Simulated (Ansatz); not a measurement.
The input, for Ansatz 0.2.0:

```yaml
crystal:
  periodic: [false, false, false]
  atoms:
    - {symbol: B, position_ang: [0.000000, 0.000000, 0.378633]}
    - {symbol: Al, position_ang: [0.000000, 0.000000, -1.942367]}
    - {symbol: H, position_ang: [0.000000, 0.000000, 1.563733]}
basis:
  gaussian: {orbitals: 6-31G}
magnetization: {spin_polarized: true, initial_magnetization: 3}
hamiltonian: {xc: {name: wB97M-V}}
output: {orbitals: {seedname: orbitals}}
```

```sh
$ ansatz run in.yaml --threads 1 --pin off --events-out ev --progress --plain --max-ram 2393MiB
```

Q: Roughly how long does this take on 1 thread of Arm Neoverse V1, shared host, and how much host memory?

A: 4.4 s wall and 0.18 GiB.

```
  # Of w^i u^j: cxij and so on, Table III.
  gx(w, u) = 1 - cx + cx01*u + cx10*w
  gss(w, u) = css00 + css04*u^4 + css10*w + css20*w^2 + css43*w^4*u^3
  gos(w, u) = cos00 + cos10*w + (cos20 + cos21*u)*w^2 + (cos60 + cos61*u)*w^6
      + integral(e_c_pw_mod_opposite_spin*gos(b97_w_opposite, b97_u_opposite)) + vv10(b, c)
296 factors; integrals over basis functions are off by at most 2.5e-4 eV
121 factors; integrals over basis functions are off by at most 6.5e-6 eV
mean field evaluation 1: about -7281.4087 eV, gradient 1.0e1 eV
mean field evaluation 2: about -7281.6403 eV, gradient 9.8e0 eV
mean field evaluation 4: about -7282.6810 eV, gradient 3.5e-1 eV
mean field evaluation 8: about -7282.7043 eV, gradient 7.5e-2 eV
mean field evaluation 16: about -7282.7049 eV, gradient 3.3e-4 eV
mean field -7282.70490184 eV, -267.6344687479 hartree, gradient 1.4e-5 eV, S^2 3.758526; 1 other end points of the search recorded, 0 dependent functions left out
reference -7282.70493324 eV, -267.6344699018 hartree; 11, 8 occupied and 13, 16 virtual orbitals, 296 factors
Total energy: -7282.70493324 eV, -267.6344699018 hartree
```
